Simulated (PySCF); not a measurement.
Ligands exchanged one at a time, Si SH-H. Gas-phase values, no solvent. One relaxed conformer stands for each flexible species; it need not be the lowest. Strings in code marks are SMILES.

Calculation: ωB97X-D3(BJ)/def2-TZVP // PBE0-D3(BJ)/def2-TZVP (PySCF). Excitations are Tamm–Dancoff values on a coarser integration grid. The basis has no diffuse functions, so Rydberg states are missing or too high.

```json
[
 {"species": "0 of 4 SH replaced by H", "S1–T1 gap (TDA) (eV)": "0.45", "T1 excitation (TDA) (eV)": "5.68"},
 {"species": "1 of 4 SH replaced by H (`S[SiH](S)S`)", "S1–T1 gap (TDA) (eV)": "0.48", "T1 excitation (TDA) (eV)": "5.85"},
 {"species": "2 of 4 SH replaced by H (`S[SiH2]S` (H–S–Si–S torsion 56°, S–Si–S–H torsion 56°))", "S1–T1 gap (TDA) (eV)": "0.45", "T1 excitation (TDA) (eV)": "5.69"},
 {"species": "3 of 4 SH replaced by H (`[SiH3]S`)", "S1–T1 gap (TDA) (eV)": "0.49", "T1 excitation (TDA) (eV)": "5.81"},
 {"species": "4 of 4 SH replaced by H (`[SiH4]`)", "S1–T1 gap (TDA) (eV)": "–", "T1 excitation (TDA) (eV)": "–"}
]
```
